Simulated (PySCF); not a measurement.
**SiH: bond curves at several levels of theory**

One table from this session's results is given with a row withheld; the runs are named, their logs left out.

The runs use PySCF 2.14.0; Si def2-TZVPPD, H def2-TZVPPD, no relativity.

The first run:

Settings of the job:

```
atoms                         : Si, H
charge                        : 0
basis                         : Si def2-TZVPPD, H def2-TZVPPD
Hamiltonian                   : no relativity
basis functions               : 65
electrons treated             : 15
masses in u                   : 27.9769, 1.0078
levels                        : PBE0, PBE, r²SCAN, revPBE, M06-2X, BP86, B2PLYP, PW91, ωB97X-V, HF, MP2, SCS-MP2, CCSD, CCSD(T)
grid                          : 80 radial by 434 angular points
occupations                   : held fixed by the projection of orbital angular momentum
dissociation limit            : Si + H, each in its ground configuration
starting distance in angstrom : 1.435
values of 2S to try           : 1, 3
```

Run with:

```
OMP_NUM_THREADS=1 python dia.py task.json out
```

Among the steps run: Set-up; PBE0 along the bond; Excited determinants; PBE; r²SCAN (meta-GGA); revPBE (GGA); M06-2X; BP86 (GGA); B2PLYP; PW91; ωB97X-V; UHF (mean field); Adding correlation.

One table of the session follows, with a row left open; its other results are not shown here.

```
      level  Re (Å)  ωe (cm⁻¹)  De (eV)
        UHF   1.514       2127     2.28
    UHF-MP2   1.516       2101     2.95
UHF-SCS-MP2   1.517       2091     3.09
   UHF-CCSD   1.522       2053     3.11
UHF-CCSD(T)   1.524       2042     3.12
        PBE   1.544       1952     3.12
     revPBE   1.546       1947     3.08
       PW91   1.541       1960     3.15
       BP86       ?          ?        ?
     r²SCAN   1.529       2019     3.13
       PBE0   1.531       2024     3.10
     M06-2X   1.515       2089     3.24
    ωB97X-V   1.525       2063     3.25
     B2PLYP   1.522       2051     3.17
```

**Question.** Estimate the row for BP86.

**Answer.** Re (Å): 1.543; ωe (cm⁻¹): 1950; De (eV): 3.29. In the column «Re (Å)» it lies between PW91 (1.541) and PBE (1.544).
